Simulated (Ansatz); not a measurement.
Energy profile

The step: CH₆B ([BH3][CH3]) → BH₂ + CH₄; bonds formed: H1–C3; bonds broken: H1–B2, B2–C3 (atoms numbered as in the saddle structure below).

H1  (0.150, 0.439, -0.481)
B2  (1.133, -0.134, 0.485)
C3  (-0.846, -0.048, -0.186)
H4  (1.353, 0.900, 1.032)
H5  (1.746, -0.738, -0.336)
H6  (-1.212, 0.245, 0.792)
H7  (-1.439, 0.454, -0.961)
H8  (-0.883, -1.120, -0.345)
(Å)

Electronic energies by CCSD(T) at an estimated basis limit (MP2 extrapolated from triple and quadruple zeta, plus CCSD(T) − MP2 in triple zeta), on PBE0-D4/def2-TZVP structures; CH$_{6}$B, doublet; no counterpoise correction; spin–orbit coupling, which lowers free halogen atoms and radicals such as OH and SH, is left out. Ansatz 0.2.0; basis: def2-TZVPP and def2-QZVPP; cores frozen in the correlated methods; orbitals are unrestricted. Extrapolation: Hartree–Fock as exp(−7.88 √X), correlation as X^−2.97.

Problem. Give the profile in eV, counted from the separated reactants. (Judge from chemistry; the value comes from the calculation.)

Solution. Computed:
```tsv
point	eV
separated: BH$_{3}$ (H1, B2, H4, H5; singlet) + CH$_{3}$ (C3, H6, H7, H8; doublet)	0.000
start structure	-0.334
saddle	0.054
end structure	-0.068
separated: CH$_{4}$ (H1, C3, H6, H7, H8; singlet) + BH$_{2}$ (B2, H4, H5; doublet)	-0.060
```

T1 diagnostic: at most 0.014. ⟨S²⟩ of the unrestricted Hartree–Fock references: 0.75 to 0.76 (a pure state has 0.75). The end structure is not quite a true minimum (one mode of 38i cm⁻¹).

Labels in which every atom is bracketed show which atoms are joined, not bond orders.

For scale, one of the runs: CCSD(T)/def2-TZVPP, 146 basis functions (an equivalent command: `ansatz run in.yaml --threads 2`). The run took 31 s on 2 CPU threads (shared host), with 2.1 GiB of host memory at its peak.
